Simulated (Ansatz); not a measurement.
in.yaml

```yaml
crystal:
  periodic: [false, false, false]
  atoms:
    - {symbol: Sb, position_ang: [0.000000, -0.005571, 0.000000]}
    - {symbol: H, position_ang: [0.000000, 0.336502, -1.673931]}
    - {symbol: H, position_ang: [0.000000, 0.336528, 1.673926]}
basis:
  gaussian: {orbitals: def2-SVP}
total_charge: 1
magnetization: {spin_polarized: false}
correlation: {method: mp2, electrons: outside_noble_gas}
output: {forces: true}
```

```sh
$ ansatz run in.yaml --threads 1 --pin off --events-out ev --progress --plain --max-ram 2393MiB
```

Roughly how long does this take on 1 thread of Intel Xeon, shared host, and how much host memory?

2.5 s wall and 0.15 GiB.

```
436 factors; integrals over basis functions are off by at most 4.7e-4 eV
mean field evaluation 1: about -6530.4344 eV, gradient 7.5e0 eV
mean field evaluation 2: about -6530.4362 eV, gradient 7.5e0 eV
mean field evaluation 4: about -6530.6698 eV, gradient 3.7e-1 eV
mean field evaluation 8: about -6530.6707 eV, gradient 2.0e-3 eV
mean field evaluation 16: about -6530.6706 eV, gradient 5.4e-2 eV
mean field -6530.67067455 eV, -239.9977206420 hartree, gradient 2.1e-6 eV, S^2 0.000000; 2 other end points of the search recorded, 0 dependent functions left out; unrestricted orbitals would lower it
9 core orbitals not correlated: weight in the atoms' cores, before any rotation towards them, 0.999 or more for the frozen orbitals, at most 0.000 for the correlated occupied ones
reference -6530.67067455 eV, -239.9977206420 hartree; 3, 3 occupied and 24, 24 virtual orbitals, 436 factors
second order -2.24669247 eV of doubles, -0.00000000 eV of singles
the calculation of the forces begins
Total energy: -6532.91736702 eV, -240.0802850674 hartree
Atom 0 at     0.000000    -0.005571     0.000000 Å, force    -0.000000    -4.353254     0.000034 eV/Å
Atom 1 at     0.000000     0.336502    -1.673931 Å, force     0.000000     2.176629     0.280265 eV/Å
Atom 2 at     0.000000     0.336528     1.673926 Å, force    -0.000000     2.176625    -0.280299 eV/Å
Dipole moment:    -0.000000     0.342033    -0.000003 e Å
```

Forces (eV/Å):
```
Sb   0.000 -4.353  0.000
H    0.000  2.177  0.280
H    0.000  2.177 -0.280
```
